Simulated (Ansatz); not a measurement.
```xyz
6

C    -0.110   -0.373   -0.378
B    -0.449    0.814    0.550
Cl    0.586    1.487    1.758
H     0.367    0.056   -1.270
H     0.602   -1.077    0.064
H    -0.996   -0.908   -0.725
```

The species carries charge 0 and has multiplicity 2.

Q: List the CAM-B3LYP/def2-TZVPP orbital energies in eV (the Gaussian-basis code of Ansatz). (Best estimate.)

A: Ansatz gave: α occupied: -2764.80, -278.66, -259.58, -198.62, -198.51, -198.48, -187.40, -25.44, -21.81, -15.20, -13.55, -13.33, -12.57, -11.37, -11.16, -7.00. α empty: -0.17, 1.89, 3.25, 3.47, 3.62, 3.89, 5.13, 5.56. β occupied: -2764.77, -278.62, -259.56, -198.58, -198.50, -198.43, -187.09, -25.30, -21.68, -14.80, -13.33, -13.20, -12.27, -11.34, -10.83. β empty: -0.53, 0.32, 2.06, 3.31, 3.55, 3.64, 4.16, 5.17. ⟨S²⟩ = 0.752.
